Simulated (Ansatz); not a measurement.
## Si–CH$_{2}$⁺, doublet: the ladder up to full CI

Geometry: that of the Si–CH2, triplet, kept fixed.

```xyz
4

Si    0.0000    0.0000    0.6502
C     0.0000    0.0000   -1.2146
H     0.0000   -0.9068   -1.8218
H     0.0000    0.9068   -1.8218
```

Basis 6-31G; Ansatz 0.2.0. Correlated methods freeze the noble-gas cores, which leaves 9 electrons in 20 orbitals. R marks a restricted (for open shells ROHF) determinant, U an unrestricted one. Active spaces: valence = (9e, 10o) chosen from the atoms' valence shells.

Full CI is exact within this basis and frozen core; it isn't the basis-set limit. The frozen core follows each run's orbitals, which can shift R against U totals by a few meV.

For open shells CISD and CISDTQ are restricted-active-space CI with the open shells as a complete middle space.

* UHF ⟨S²⟩: 0.758
* T1 diagnostic (RCCSD): 0.0184
* largest doubles amplitude (RCCSD): 0.084
* T1 diagnostic (UCCSD): 0.0179

```
                   level  E − E(full CI) (mEh)  share of correlation (%)    wall time
                     RHF                137.13                      0.00            –
                     UHF                135.33                      1.31            –
                    RMP2                 30.86                     77.49            –
                    UMP2                 30.61                     77.68            –
                    CISD                 11.61                     91.54       0.63 s
                   RCCSD                  3.64                     97.34            –
                   UCCSD                  3.62                     97.36            –
                RCCSD(T)                  0.88                     99.36        1.4 s
                UCCSD(T)                  0.88                     99.36        1.7 s
                 BCCD(T)                  0.85                     99.38        1.1 s
                  RCCSDT                  0.30                     99.78            –
                  UCCSDT                  0.29                     99.79            –
                  CISDTQ                  0.47                     99.66        8.5 s
               RCCSDT(Q)                  0.04                     99.97        3.7 s
               UCCSDT(Q)                  0.03                     99.98          4 s
                 RCCSDTQ                  0.01                     99.99  19 s (H100)
                 UCCSDTQ                  0.01                     99.99  15 s (H100)
  CASSCF (valence space)                 37.55                     72.62            –
  NEVPT2 (valence space)                  9.30                     93.22        4.5 s
  MRCISD (valence space)                  1.37                     99.00            –
MRCISD+Q (valence space)                  0.61                     99.56          7 s
```

The correlation energy at full CI, counted from RHF, is -3.731 eV. That run took 23 s on 2 threads of AMD EPYC 7R13 with a shared H100 80 GB, shared host over 18,783,488 determinants.

Times hold each run's SCF and search for its determinant on a shared host, so for small cases they say little of a method's own cost; rows without a card ran on 1 thread of AMD EPYC 7R13.

The full-CI state has the irrep B1 of C2v, in the program's axes.

Natural occupations of full CI about the gap: 1.975 1.965 1.962 1.913 0.985 0.046 0.043 0.038 0.023 0.022; effectively unpaired electrons, Σ n²(2−n)², 1.07.
